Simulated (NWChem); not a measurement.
System: CS; SMILES [C-]#[S+]

The following NWChem deck was run.

```
start job
memory heap 200 mb stack 900 mb global 1100 mb
geometry units angstroms
  C      0.000000     0.000000    -1.110357
  S      0.000000     0.000000     0.418932
end
basis spherical
  * library 6-31g*
end
dft
  xc b3lyp
  iterations 150
end
driver
  maxiter 120
end
task dft optimize
task dft freq
```

Output (shortened):

```
             Northwest Computational Chemistry Package (NWChem) 7.3.0
             --------------------------------------------------------

 ORDER OF PRIMARY AXIS IS BEING SET TO 4
 C4V symmetry detected

                             Geometry "geometry" -> ""
                             -------------------------

 Output coordinates in angstroms (scale by  1.889725989 to convert to a.u.)

  No.       Tag          Charge          X              Y              Z
 ---- ---------------- ---------- -------------- -------------- --------------
    1 C                    6.0000     0.00000000     0.00000000    -1.11221018
    2 S                   16.0000     0.00000000     0.00000000     0.41707882

 Effective nuclear repulsion energy (a.u.)      33.2187153010

      Symmetry information
      --------------------

 Group name             C4v
 Group number             18
 Group order               8
 No. of unique centers     2

                                Z-matrix (autoz)
                                --------

 Units are Angstrom for bonds and degrees for angles

      Type          Name      I     J     K     L     M      Value
      ----------- --------  ----- ----- ----- ----- ----- ----------
    1 Stretch                  1     2                       1.52929

                           NWChem Geometry Optimization
                           ----------------------------

 maximum gradient threshold         (gmax) =   0.000450
 rms gradient threshold             (grms) =   0.000300
 maximum cartesian step threshold   (xmax) =   0.001800
 rms cartesian step threshold       (xrms) =   0.001200
 fixed trust radius                (trust) =   0.300000
 source of zmatrix                         =   autoz

          -------------------
          Energy Minimization
          -------------------

 Using diagonal initial Hessian
 Scaling for Hessian diagonals: bonds = 1.00  angles = 0.25  torsions = 0.10

          --------
          Step   0

                                 NWChem DFT Module
                                 -----------------

 Summary of "ao basis" -> "ao basis" (spherical)
 ------------------------------------------------------------------------------
       Tag                 Description            Shells   Functions and Types
 ---------------- ------------------------------  ------  ---------------------
 C                           6-31g*                  6       14   3s2p1d
 S                           6-31g*                  8       18   4s3p1d

      Symmetry analysis of basis
      --------------------------

        a1         14
        a2          0
        b1          2
        b2          2
        e          14

            General Information
            -------------------
          SCF calculation type: DFT
          Wavefunction type:  closed shell.
          No. of atoms     :     2
          No. of electrons :    22
           Alpha electrons :    11
            Beta electrons :    11
          Charge           :     0
          Spin multiplicity:     1
          Use of symmetry is: on ; symmetry adaption is: on
          Maximum number of iterations: 150
          AO basis - number of functions:    32
                     number of shells:    14
          Convergence on energy requested:  1.00D-06
          Convergence on density requested:  1.00D-05
          Convergence on gradient requested:  5.00D-04

              XC Information
              --------------
                         B3LYP Method XC Potential
                     Hartree-Fock (Exact) Exchange  0.200
                        Slater Exchange Functional  0.800 local
                    Becke 1988 Exchange Functional  0.720 non-local
              Lee-Yang-Parr Correlation Functional  0.810
                  VWN I RPA Correlation Functional  0.190 local

             Grid Information
             ----------------
          Grid used for XC integration:  medium
          Radial quadrature: Mura-Knowles
          Angular quadrature: Lebedev.
          Tag              B.-S. Rad. Rad. Pts. Rad. Cut. Ang. Pts.
          ---              ---------- --------- --------- ---------
          C                   0.70       49           7.0       434
          S                   1.00       88           6.0       590
          Grid pruning is: on
          Number of quadrature shells:   137
          Spatial weights used:  Erf1

      Superposition of Atomic Density Guess
      -------------------------------------

 Sum of atomic energies:        -435.11593510

      Non-variational initial energy
      ------------------------------

 Total energy =    -435.437859
 1-e energy   =    -665.755528
 2-e energy   =     197.098953
 HOMO         =      -0.295822
 LUMO         =      -0.020666

      Symmetry analysis of molecular orbitals - initial
      -------------------------------------------------

 !! scf_movecs_sym_adapt:    4 vectors were symmetry contaminated

  Symmetry fudging
  Numbering of irreducible representations:

     1 a1          2 a2          3 b1          4 b2          5 e

  Orbital symmetries:

[...]

      ----------------------
      Optimization converged
      ----------------------

  Step       Energy      Delta E   Gmax     Grms     Xrms     Xmax
  ---- ---------------- -------- -------- -------- -------- --------
@    2    -436.20502842 -1.5D-06  0.00006  0.00006  0.00063  0.00110
                                     ok       ok       ok       ok

                                Z-matrix (autoz)
                                --------

 Units are Angstrom for bonds and degrees for angles

      Type          Name      I     J     K     L     M      Value     Gradient
      ----------- --------  ----- ----- ----- ----- ----- ---------- ----------
    1 Stretch                  1     2                       1.54738   -0.00006

                         Geometry "geometry" -> "geometry"
                         ---------------------------------

 Output coordinates in angstroms (scale by  1.889725989 to convert to a.u.)

  No.       Tag          Charge          X              Y              Z
 ---- ---------------- ---------- -------------- -------------- --------------
    1 C                    6.0000     0.00000000     0.00000000    -1.12125349
    2 S                   16.0000     0.00000000     0.00000000     0.42612213

 Effective nuclear repulsion energy (a.u.)      32.8304359037

      Symmetry information
      --------------------

 Group name             C4v
 Group number             18
 Group order               8
 No. of unique centers     2

                Final and change from initial internal coordinates
                --------------------------------------------------

                                Z-matrix (autoz)
                                --------

 Units are Angstrom for bonds and degrees for angles

      Type          Name      I     J     K     L     M      Value       Change
      ----------- --------  ----- ----- ----- ----- ----- ---------- ----------
    1 Stretch                  1     2                       1.54738    0.01809

 ==============================================================================
                                internuclear distances
 ------------------------------------------------------------------------------
       center one      |      center two      | atomic units |  angstroms
 ------------------------------------------------------------------------------
    2 S                |   1 C                |     2.92412  |     1.54738
 ------------------------------------------------------------------------------
                         number of included internuclear distances:          1
 ==============================================================================

[second-derivative integrals and response iterations left out]

  Vibrational analysis via the FX method

  See chapter 2 in "Molecular Vibrations" by Wilson, Decius and Cross

  Vib: Default input used

[...]

 Rotational Constants
 --------------------
 A=   0.000000 cm-1  (  0.000000 K)
 B=   0.806926 cm-1  (  1.160960 K)
 C=   0.806926 cm-1  (  1.160960 K)

 Temperature                      =   298.15K
 frequency scaling parameter      =   1.0000

 Linear Molecule

 Zero-Point correction to Energy  =    1.846 kcal/mol  (  0.002943 au)
 Thermal correction to Energy     =    3.334 kcal/mol  (  0.005313 au)
 Thermal correction to Enthalpy   =    3.926 kcal/mol  (  0.006257 au)

 Total Entropy                    =   50.288 cal/mol-K
   - Translational                =   37.252 cal/mol-K (mol. weight =  43.9721)
   - Rotational                   =   13.007 cal/mol-K (symmetry #  =        1)
   - Vibrational                  =    0.028 cal/mol-K

 Cv (constant volume heat capacity) =    5.118 cal/mol-K
   - Translational                  =    2.979 cal/mol-K
   - Rotational                     =    1.986 cal/mol-K
   - Vibrational                    =    0.152 cal/mol-K

[normal modes left out]

 ----------------------------------------------------------------------------
 Normal Eigenvalue ||           Projected Infra Red Intensities
  Mode   [cm**-1]  || [atomic units] [(debye/angs)**2] [(KM/mol)] [arbitrary]
 ------ ---------- || -------------- ----------------- ---------- -----------
    1       -0.000 ||    0.000000           0.000         0.000       0.000
    2        0.000 ||    0.003501           0.081         3.413       2.258
    3        0.000 ||    0.003501           0.081         3.413       2.258
    4        0.000 ||    0.001314           0.030         1.281       0.848
    5        0.000 ||    0.001314           0.030         1.281       0.848
    6     1292.241 ||    0.083398           1.924        81.301      53.789
 ----------------------------------------------------------------------------
```

Level: B3LYP/6-31G* (spherical d).
